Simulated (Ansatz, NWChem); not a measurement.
**How basis sets differ on BHO2 (oxoborinic acid)**

BHO2: 4 atoms, total charge 0, spin state singlet. As SMILES, `O=BO`. The coordinates come from a PBE0-D4/def2-TZVP relaxation.

Quantity: the atomisation enthalpy at 298 K, in kJ/mol. The values are calculated. The thermal term (zero-point and 298 K enthalpy, harmonic and unscaled) is that of PBE0-D4/def2-TZVP; the spin-orbit lowering of the free atoms at 298 K, 0.8 kJ/mol by their spectra, is taken off.

Measured value to compare with: NIST-JANAF tables; in doubt, as an older value, an estimate or one at odds with other calculations gives the atomisation enthalpy at 298 K of the gas as 1847 kJ/mol.

```csv
level,kind,program,value (kJ/mol),computed − measured
r2SCAN/6-31++G** (spherical functions),meta-GGA,NWChem,1830,-17
"r2SCAN/6-311++G(2d,2p)",meta-GGA,NWChem,1846,-1
r2SCAN/6-311+G**,meta-GGA,NWChem,1831,-16
r2SCAN/STO-3G,meta-GGA,Ansatz,1922,+75
r2SCAN/6-31G* (spherical functions),meta-GGA,NWChem,1824,-23
r2SCAN/6-31+G* (spherical functions),meta-GGA,NWChem,1814,-33
r2SCAN/def2-TZVPP,meta-GGA,Ansatz,1845,-2
"r2SCAN/6-311++G(3df,3pd)",meta-GGA,NWChem,1858,+11
```

Nearest: r2SCAN/6-311++G(2d,2p) (-1 kJ/mol); farthest: r2SCAN/STO-3G (+75 kJ/mol). The measured heats of formation of B, Si, Al and metal atoms are uncertain by some kJ/mol each. Without the sets that lack polarisation functions the rows with a basis span only 1814 to 1858 kJ/mol.
